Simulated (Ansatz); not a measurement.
# C2H3FOS: up Jacob's ladder to CCSD(T)

One table from this session's results is given with a row withheld; the runs are named, their logs left out.

Computed with Ansatz 0.2.0, Gaussian basis. Level: functionals in def2-TZVPP, the program's frozen cores in correlated methods.

Plan: LDA (SPW92), PBE-D4, revPBE-D4, BLYP-D4, r2SCAN-D4, B97M-V, PBE0-D4, B3LYP-D4, r2SCANh-D4, r2SCAN0-D4, HSE06-D4, BHLYP-D4, CAM-B3LYP-D4, LC-ωPBE, ωB97X-V, ωB97M-V, B2PLYP, PBE-QIDH; CCSD(T)/def2-SVP; CCSD(T)/def2-TZVPP; MP2/def2-QZVPP; extrapolation to the limit; RPA on PBE.

**The geometry**

The geometry comes from an earlier relaxation with PBE0-D4 in a triple-zeta def2 set; it is a stationary point, not always the lowest conformer.

SMILES `FC1(S)CO1`, 8 atoms, charge 0, spin multiplicity 1.

Atoms are counted from 1 here; the program's logs count them from 0.

Bond lengths: F1–C2 1.353 Å, C2–S3 1.777 Å, C2–C4 1.452 Å, C2–O5 1.375 Å, S3–H6 1.344 Å, C4–O5 1.439 Å, C4–H7 1.086 Å, C4–H8 1.086 Å. Angles: F1–C2–S3 112.9°, F1–C2–C4 118.2°, F1–C2–O5 113.4°, S3–C2–C4 121.6°, S3–C2–O5 120.1°, C4–C2–O5 61.1°, C2–S3–H6 94.7°, C2–C4–O5 56.8°, C2–C4–H7 117.7°, C2–C4–H8 120.4°, O5–C4–H7 114.7°, O5–C4–H8 115.2°, H7–C4–H8 117.3°, C2–O5–C4 62.1°.

The first run:

in.yaml reads:

```yaml
crystal:
  periodic: [false, false, false]
  atoms:
    - {symbol: F, position_ang: [-0.740350, -0.454490, -1.445194]}
    - {symbol: C, position_ang: [-0.208808, 0.042433, -0.305065]}
    - {symbol: S, position_ang: [-0.082609, 1.815053, -0.315911]}
    - {symbol: C, position_ang: [0.734589, -0.782365, 0.428862]}
    - {symbol: O, position_ang: [-0.637750, -0.610631, 0.826105]}
    - {symbol: H, position_ang: [-1.410438, 2.020555, -0.355969]}
    - {symbol: H, position_ang: [0.969995, -1.762199, 0.024904]}
    - {symbol: H, position_ang: [1.467572, -0.325456, 1.086668]}
basis:
  gaussian: {orbitals: def2-TZVPP}
hamiltonian: {xc: lda}
output: {orbitals: {seedname: orbitals}}
```

Among the steps run: LDA; PBE-D4 (GGA); revPBE-D4 (GGA); BLYP-D4 (GGA); r2SCAN-D4 (meta-GGA); B97M-V (meta-GGA); PBE0-D4 (hybrid); B3LYP-D4 (hybrid); r2SCANh-D4 (hybrid); r2SCAN0-D4 (hybrid); HSE06-D4 (hybrid); BHLYP-D4 (hybrid); CAM-B3LYP-D4 (range-separated); LC-ωPBE (range-separated); ωB97X-V (range-separated); ωB97M-V (range-separated); B2PLYP (double hybrid); PBE-QIDH (double hybrid).

One of the session's tables, all rows but one given; the rest of the session is left out.

It belongs to the step «Orbital energies across the functionals». 

| functional | HOMO (eV) | gap (eV) |
| --- | --- | --- |
| LDA (SPW92) | -6.47 | 5.45 |
| PBE-D4 | -6.33 | 5.48 |
| revPBE-D4 | -6.27 | 5.50 |
| BLYP-D4 | -6.18 | 5.40 |
| r2SCAN-D4 | -6.63 | 6.07 |
| B97M-V | -6.73 | 6.12 |
| PBE0-D4 | -7.68 | 7.84 |
| B3LYP-D4 | -7.43 | 7.28 |
| r2SCANh-D4 | -7.13 | 6.93 |
| r2SCAN0-D4 | -7.88 | 8.22 |
| HSE06-D4 | -7.28 | 7.04 |
| BHLYP-D4 | -8.89 | 10.00 |
| CAM-B3LYP-D4 | -9.08 | 10.29 |
| LC-ωPBE | -10.51 | 13.02 |
| ωB97X-V | -10.12 | 12.47 |
| ωB97M-V | ? | ? |

Estimate the missing values for ωB97M-V.

The run gave: HOMO (eV): -9.96; gap (eV): 12.07. In the column «HOMO (eV)» it lies between ωB97X-V (-10.12) and CAM-B3LYP-D4 (-9.08).
